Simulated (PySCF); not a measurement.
Compound: C₄H₉OP.
InChI=1S/C4H9OP/c1-4-2-6(5)3-4/h4,6H,2-3H2,1H3

The calculation used TDDFT CAM-B3LYP/def2-SVPD, vertical, gas phase, core orbitals frozen in the response in PySCF. Isolated species at its GFN2-xTB geometry (one conformer only).

| state | E (eV) | λ (nm) | f | symmetry | main configurations (H = HOMO, L = LUMO) |
| --- | --- | --- | --- | --- | --- |
| S1 | 7.26 | 170.7 | 0.0067 | A′ | H→L+3 (46%), H→L+1 (25%), H→L (13%) |
| S2 | 7.31 | 169.7 | 0.014 | A″ | H-1→L+3 (45%), H-1→L+1 (24%), H-1→L (15%) |
| S3 | 7.49 | 165.5 | 0.0060 | A″ | H→L+2 (71%), H→L+6 (22%) |
| S4 | 7.57 | 163.7 | 0.0000 | – | H-1→L (45%), H-1→L+3 (22%), H-1→L+1 (12%) |
| S5 | 7.64 | 162.2 | 0.041 | A′ | H→L (42%), H→L+3 (20%), H→L+1 (13%) |
| S6 | 7.89 | 157.2 | 0.033 | A′ | H-1→L+2 (64%), H→L+1 (11%), H-1→L+6 (10%) |
| S7 | 8.01 | 154.8 | 0.033 | A″ | H-1→L+1 (54%), H-1→L (28%), H-1→L+5 (9%) |
| S8 | 8.08 | 153.4 | 0.098 | A′ | H→L+1 (39%), H→L (34%), H-1→L+2 (12%) |

Triplets (Tamm–Dancoff): T1 6.97 eV, H→L+3 (51%), H→L+4 (14%), H→L+1 (10%); T2 7.00 eV, H-1→L+3 (50%), H-1→L+4 (14%), H-1→L+1 (10%); T3 7.05 eV, H-1→L+2 (58%), H-1→L+6 (24%).

The lowest singlet lies at 7.26 eV (171 nm, vacuum ultraviolet) and is weak; its leading configuration is HOMO→LUMO+3 (46%). The strongest level in the table is S8 at 8.08 eV (153 nm, f = 0.098). It is the last of those listed, so stronger ones may follow. Löwdin shares by element: HOMO (one of a set within 0.03 eV) oxygen 53%, phosphorus 16%, hydrogen 9% or more, carbon 6% or more (atoms not listed hold the other 15%); LUMO carbon 34% or more, hydrogen 12% or more (atoms not listed hold the other 54%). The oscillator strengths of these states sum to 0.233; summed over the whole spectrum of an exact calculation they would give the number of electrons, 56 (Thomas–Reiche–Kuhn). The listed states span 0.82 eV, and the widest gap between neighbours is 0.24 eV (S5 to S6). Of the 8 states listed, 5 reach f = 0.01 and 1 stays under 0.0005. Symmetry labels in Cs follow from the direction of the transition dipole and are given only for states with f of 0.002 or more. The window holds the lowest 8 singlets.
